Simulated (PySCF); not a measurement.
**How well do the runs reproduce experiment for CH3N?**

**Measured values to compare with.**

NIST CCCBDB Release 22 (SRD 101), experimental dipoles lists, for the gas: dipole moment 2 D.

The results are set against them at the end.

Species: CH₃N.
Atom-mapped SMILES: `[CH2:1]=[NH:2]` (hydrogens: H3, H4 on C1; H5 on N2)

Geometry (PBE0-D3(BJ)/def2-SVP, Å), atoms numbered from 1 in this order:
```
atom  x, y, z in Å
C1    -0.2940    0.0596    0.2434
N2     0.3827   -0.6724   -0.5341
H3    -1.1749   -0.3669    0.7509
H4    -0.0803    1.1217    0.4707
H5     1.1665   -0.1421   -0.9309
```

The PySCF runs (gas phase, on this PBE0-D3(BJ)/def2-SVP geometry; no spin–orbit coupling):

```
            level                                                                            job  basis functions
  B3LYP/def2-SVPD  10 singlets by full TDDFT, 4 Tamm–Dancoff triplets, polarisability, ΔSCF ions               64
LC-wPBE/def2-SVPD  10 singlets by full TDDFT, 4 Tamm–Dancoff triplets, polarisability, ΔSCF ions               64
    LDA/def2-SVPD  10 singlets by full TDDFT, 4 Tamm–Dancoff triplets, polarisability, ΔSCF ions               64
   PBE0/def2-SVPD  10 singlets by full TDDFT, 4 Tamm–Dancoff triplets, polarisability, ΔSCF ions               64
     PBE0/6-31+G*             10 singlets by full TDDFT, 4 Tamm–Dancoff triplets, polarisability               42
      PBE0/6-31G*             10 singlets by full TDDFT, 4 Tamm–Dancoff triplets, polarisability               34
   PBE0/def2-TZVP             10 singlets by full TDDFT, 4 Tamm–Dancoff triplets, polarisability               80
      B3LYP/pcJ-1                                    spin–spin couplings from 5 perturbed nuclei               84
      B3LYP/pcJ-2                                    spin–spin couplings from 5 perturbed nuclei              174
  CAM-B3LYP/pcJ-1                                    spin–spin couplings from 5 perturbed nuclei               84
        PBE/pcJ-1                                    spin–spin couplings from 5 perturbed nuclei               84
     B3LYP/6-31G*                                    spin–spin couplings from 5 perturbed nuclei               34
```

All basis functions are spherical.

**Comparison with experiment**

**Dipole moment.** Measured: 2 D (NIST CCCBDB Release 22 (SRD 101), experimental dipoles).

```csv
level,computed (D),computed − measured (D),% (from the printed values)
B3LYP/def2-SVPD,2.02,+0.02,+1
LC-wPBE/def2-SVPD,2.11,+0.11,+5
LDA/def2-SVPD,1.99,-0.01,-1
PBE0/def2-SVPD,2.02,+0.02,+1
PBE0/6-31+G*,2.24,+0.24,+12
PBE0/6-31G*,2.00,0.00,0
PBE0/def2-TZVP,2.02,+0.02,+1
B3LYP/pcJ-1,2.04,+0.04,+2
B3LYP/pcJ-2,2.05,+0.05,+2
CAM-B3LYP/pcJ-1,2.10,+0.10,+5
PBE/pcJ-1,1.94,-0.06,-3
B3LYP/6-31G*,1.95,-0.05,-3
```

12 of the 34 levels run are shown, the closest and the furthest among them. The computed dipoles belong to one fixed geometry; measured ones are averaged over vibrations unless marked μe. Magnitudes are compared, not signs.

No measured geometry was used, and the causes of the misses weren't examined.
